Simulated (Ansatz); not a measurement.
Scan of [H···H···F], doublet

Starting geometry:

```json
{"atom": "H", "x (Å)": "0.0000", "y (Å)": "0.0000", "z (Å)": "-0.8820"}
{"atom": "H", "x (Å)": "0.0000", "y (Å)": "0.0000", "z (Å)": "-0.1370"}
{"atom": "F", "x (Å)": "0.0000", "y (Å)": "0.0000", "z (Å)": "1.0190"}
```

From there atom H2 is moved from one fragment to the other while all else, the fragments' distance too, stays fixed; atoms are numbered as listed. Energies are in kcal/mol, counted from the starting geometry at the same level.

Basis 6-31G; Ansatz 0.2.0. Only valence electrons are correlated (noble-gas cores frozen). R marks a restricted (for open shells ROHF) determinant.

Full CI is exact within this basis and frozen core; it isn't the basis-set limit.

| distance H1-H2 (Å) | RMP2 |
| --- | --- |
| 0.693 | 3.8 |
| 0.745 | 0.0 |
| 0.782 | -4.4 |
| 0.818 | -9.3 |
| 0.855 | -11.1 |
| 0.891 | -12.1 |
| 0.928 | -12.9 |
| 0.964 | -13.0 |
| 1.001 | -11.8 |

Task: Estimate the full CI curve in 6-31G from this one, knowing how RMP2 errs.

Result: The computed full CI values, in kcal/mol from the starting point, and the error of RMP2 against them:
```csv
distance H1-H2 (Å),full CI,RMP2 less full CI
0.693,2.9,0.9
0.745,0.0,0.0
0.782,-1.6,-2.8
0.818,-3.0,-6.3
0.855,-4.4,-6.7
0.891,-5.5,-6.6
0.928,-6.2,-6.7
0.964,-6.1,-6.9
1.001,-4.8,-7.0
```

The error spans 7.9 kcal/mol and is largest, -7.0 kcal/mol, at 1.001 Å.

These errors take the starting point as zero, where RMP2 itself lies 9.9 kcal/mol above full CI in total energy. In total energy its miss is smallest, 2.9 kcal/mol, at 1.001 and largest, 10.8 kcal/mol, at 0.693 Å. So where the relative error is largest, the method lies nearer the reference than at the start.
